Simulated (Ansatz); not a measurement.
C3H5ClO can be A, `ClC1CCO1`, or B, `CC(Cl)C=O`.

Isolated molecules relaxed with PBE0-D4/def2-TZVP in Ansatz; ΔE leaves out vibrations. CCSD(T)/CBS is the MP2 limit (def2-TZVPP, def2-QZVPP) plus CCSD(T) − MP2 in def2-TZVPP, frozen cores. DFT in def2-TZVPP. B3LYP here is the variant with VWN-RPA as its local correlation; programs differ in this. One conformer a species, not always the lowest.

A:

Z-matrix (Å, degrees):
```
C
C 1 1.524
Cl 1 1.802 2 113.8
O 1 1.398 2 92.6 3 -116.2
H 1 1.089 2 119.9 3 125.1
C 2 1.530 1 83.9 3 109.2
H 2 1.090 1 113.1 3 -136.9
H 2 1.087 1 115.8 3 -8.2
H 6 1.093 2 115.4 1 -107.3
H 6 1.091 2 116.8 1 121.1
```

B:

Z-matrix (Å, degrees):
```
C
C 1 1.504
H 1 1.090 2 110.6
H 1 1.092 2 109.3 3 120.2
H 1 1.090 2 110.6 3 -121.1
Cl 2 1.793 1 112.0 3 60.3
C 2 1.514 1 114.0 3 -179.2
H 2 1.095 1 111.6 3 -57.1
O 7 1.197 2 123.4 1 9.4
H 7 1.108 2 114.5 1 -170.7
```

(1) Which isomer does CCSD(T)/CBS put lower? Give the gap. (Estimate.)

(2) Give E(B) − E(A) in kcal/mol with LDA (SPW92), B3LYP, B3LYP-D4, PBE0-D4, ωB97M-V, CCSD(T)/def2-TZVPP, BLYP-D4. (Estimate.)

(3) Does the order hold for the free energy at 298.15 K (harmonic terms from PBE0-D4)? (Estimate.)

Largest T1 diagnostic: 0.013.

Answers

(1) Ansatz gave: B, by 18.3 kcal/mol.

(2) The calculation gave: LDA (SPW92) -11.6, B3LYP -19.6, B3LYP-D4 -19.6, PBE0-D4 -15.3, ωB97M-V -17.1, CCSD(T)/def2-TZVPP -18.4, BLYP-D4 -20.9. None reverses the order clearly.

(3) The calculation gave: Yes: G(B) − G(A) = -20.7 kcal/mol, for one conformer each.

From PBE to PBE0 (25 % exact exchange), in def2-TZVPP and without D4, E(B) − E(A) moves by +1.0 kcal/mol. At CCSD(T), def2-SVP lies −4.0 kcal/mol from the extrapolated value and def2-TZVPP −0.1 kcal/mol.
